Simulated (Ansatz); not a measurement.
fcc Al was calculated with r²SCAN0 (plane waves, PAW; Ansatz, a first-principles code).

The input as run:

Ansatz 0.2 input:
```yaml
crystal:
  lattice:
    - [0.0, 2.0216852022, 2.0216852022]
    - [2.0216852022, 0.0, 2.0216852022]
    - [2.0216852022, 2.0216852022, 0.0]
  atoms:
    - { symbol: Al, position: [0.0, 0.0, 0.0] }
basis:
  ecutwfc: 520
  ecutrho_ratio: 4
  xc_grid: 3
kpoints:
  mp_grid: { grid: [14, 14, 14] }
hamiltonian:
  xc: r2scan0
  dispersion: none
  pseudopotentials: { kind: paw }
scf:
  occupations: { method: fermi_dirac, width: 0.05 }
  convergence: { dr2_threshold: 0.0000000001 }
output:
  forces: false
  stress: true
  eigenvalues: true
```

Excerpt of the program's output:

```
WARN output.stress: scf.exx.energy_threshold = 1e-6 eV is looser than the 1e-8 eV advised for a stress under a hybrid functional (1e-8 eV for each atom of the …
Crystal: 1 atoms, lattice volume = 16.526 Å³
Basis set: ecut = 520 eV, 459 PW (Γ), exchange–correlation on 72×72×72 points (27 copies of the dense FFT grid, shifted against one another)
Bands: 6, of which v1, the nominal top of the filled ones, is band 2 counted from 1 (1 counted from 0)
Symmetry: 48 space group operations
Space group: Fm-3m (ITA 225), of the structure as read, at distance tolerance 2.5e-5 Å
k-points: 104 of 2744
Functional: x = r2scan, c = r2scan; τ floored in thin density (d = 2e-4 eV/Å³), warm-up for x = 0.75 r2scan + 0.25 exact, c = r2scan; τ floored in thin density (d = 2e-4 eV/Å³)
SCF iter   1: F=—  HF=-540.392200 eV  |F-HF|=—  |Δ(HF+E_count)|=         —  Δρ=3.78e-3  dr2=2.72e-3  dr2_τ=4.27e-3
SCF iter   2: F=—  HF=-540.400535 eV  |F-HF|=—  |Δ(HF+E_count)|=   8.34e-3  Δρ=2.50e-3  dr2=1.17e-3  dr2_τ=2.76e-6
  ...
SCF 1 converged in 8 iterations: F = -540.400462 eV  dr2 = 1.47e-11
Crystal: 1 atoms, lattice volume = 16.526 Å³
Initial density: handed on by an earlier stage of this run
Functional: x = 0.75 r2scan + 0.25 exact, c = r2scan; τ floored in thin density (d = 2e-4 eV/Å³)
SCF 2 converged in 5 iterations: F = -540.181672 eV  dr2 = 5.67e-11
Crystal: 1 atoms, lattice volume = 16.526 Å³
Crystal: 1 atoms, lattice volume = 16.526 Å³
SCF 4 converged in 8 iterations: F = -540.182186 eV  dr2 = 8.39e-12
Crystal: 1 atoms, lattice volume = 16.526 Å³
Crystal: 1 atoms, lattice volume = 16.526 Å³
SCF 6 converged in 3 iterations: F = -540.182186 eV  dr2 = 6.84e-12
Crystal: 1 atoms, lattice volume = 16.526 Å³
Crystal: 1 atoms, lattice volume = 16.526 Å³
SCF iter   5: F=—  HF=-540.182186 eV  |F-HF|=—  |Δ(HF+E_count)|=  6.54e-11  Δρ=4.48e-8  dr2=1.34e-10  dr2_τ=3.40e-15
SCF iter   6: F=-540.182186 eV  HF=-540.182186 eV  |F-HF|=3.41e-13  |Δ(HF+E_count)|=  3.03e-10  Δρ=6.88e-8  dr2=8.21e-12  dr2_τ=2.70e-15
SCF 8 converged in 6 iterations: F = -540.182186 eV  dr2 = 8.21e-12
Free energy (F): -540.182186 eV
Internal energy: -540.181082 eV  (E = F + TS)
E sigma→0 (E₀):  -540.181634 eV
Fermi energy:    7.962215 eV
--- Stress (GPa, compression-positive) ---
       -3.534580       0.000000       0.000000
        0.000000      -3.534580      -0.000000
        0.000000      -0.000000      -3.534580
  P = ⅓ Tr σ = -3.5346 GPa (-35.346 kbar)
```

The cell is one volume of an energy–volume scan, off the minimum.

The PAW data were made under PBE.

Note: the run warned that the count of filled bands differs between k points.

Cost on a shared machine: about 7 core-minutes (a rough figure).
